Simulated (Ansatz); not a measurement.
The input, for Ansatz 0.2.0:

```yaml
crystal:
  periodic: [false, false, false]
  atoms:
    - {symbol: N, position_ang: [-1.116621, -0.017258, -0.026862]}
    - {symbol: H, position_ang: [-1.413901, 0.950575, -0.026861]}
    - {symbol: H, position_ang: [-1.413900, -0.419557, 0.853398]}
    - {symbol: H, position_ang: [0.084379, -0.017258, -0.026862]}
    - {symbol: O, position_ang: [1.150379, -0.017257, -0.026862]}
basis:
  gaussian: {orbitals: cc-pVDZ}
magnetization: {spin_polarized: true, initial_magnetization: 2}
hamiltonian: {xc: {name: B2PLYP}}
correlation: {electrons: outside_noble_gas}
```

```sh
$ ansatz run in.yaml --threads 1 --pin off --events-out ev --progress --plain --max-ram 2393MiB
```

The program prints:

```
393 factors; integrals over basis functions are off by at most 1.3e-3 eV
mean field evaluation 1: about -3573.0440 eV, gradient 1.9e1 eV
mean field evaluation 2: about -3573.0700 eV, gradient 1.9e1 eV
mean field evaluation 4: about -3574.8761 eV, gradient 2.5e0 eV
mean field evaluation 8: about -3574.9449 eV, gradient 5.0e-1 eV
mean field evaluation 16: about -3574.9530 eV, gradient 3.0e-3 eV
mean field evaluation 32: about -3574.9503 eV, gradient 5.0e-2 eV
mean field -3574.95295772 eV, -131.3770980061 hartree, gradient 2.7e-6 eV, S^2 2.016602; 2 other end points of the search recorded, 0 dependent functions left out
2 core orbitals not correlated: weight in the atoms' cores, before any rotation towards them, 1.000 or more for the frozen orbitals, at most 0.000 for the correlated occupied ones
reference -3574.95304790 eV, -131.3771013202 hartree; 8, 6 occupied and 33, 35 virtual orbitals, 393 factors
second order -10.39564924 eV of doubles, -0.00000000 eV of singles
Total energy: -3577.75987320 eV, -131.4802502472 hartree
```

Ran on 1 thread of Arm Neoverse V2, shared host: 2.4 s wall, 0.15 GiB peak host memory.
